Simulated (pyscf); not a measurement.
F–GeH: [singlet] + water (H₂O) → HO–GeH₂–F (insertion; singlet surface; H–O broken, Ge–O, Ge–H formed). Optimised with ωB97X-D3(BJ)/def2-SVP in PySCF. MP2 and CC: frozen core, UHF for open shells. ΔMP2 is the change of the MP2 total energy from the triple- to the quadruple-zeta basis. Energies in eV from the separated reactants.

```tsv
level	barrier	reaction energy
PBE/def2-TZVP	0.72	-1.48
B3LYP-D3(BJ)/def2-TZVP	1.04	-1.48
PBE0-D3(BJ)/def2-TZVP	0.89	-1.67
M06-2X/def2-TZVP	?	-1.82
ωB97M-D3(BJ)/def2-TZVP	1.15	-1.52
HF/def2-TZVP	1.89	-1.68
CCSD(T)/def2-TZVPP + ΔMP2(QZVPP)	?	?
```

### Question
Fill in the missing entries.

### Answer

- M06-2X/def2-TZVP, barrier: 1.00
- CCSD(T)/def2-TZVPP + ΔMP2(QZVPP), barrier: 1.08
- CCSD(T)/def2-TZVPP + ΔMP2(QZVPP), reaction energy: -1.64

On the reactant side the descent ends in an adduct with a Ge–O contact, 0.71 eV under the separated species and 1.75 eV under the saddle at ωB97X-D3(BJ)/def2-TZVP. What is counted as formed (Ge–O) is already present as a longer contact in the reactant adduct; forming that adduct is a step of its own. The same reactants have a lower exit, to HO–GeH: [singlet] + HF (highest point, the separated products, at +0.24 eV at ωB97M-D3(BJ), against +1.15 eV here). This is the saddle that the search found; another between the same sides may lie lower. The CCSD(T) − MP2 part came from Ansatz, without density fitting, on the same reference. The frozen core leaves the outer d or s,p core shells of the metals and heavy elements correlated in the MP2 and CC values, and def2-TZVPP describes them poorly, which can shift differences by a few kcal/mol. Elements up to Kr have no core potential and no relativistic terms here.
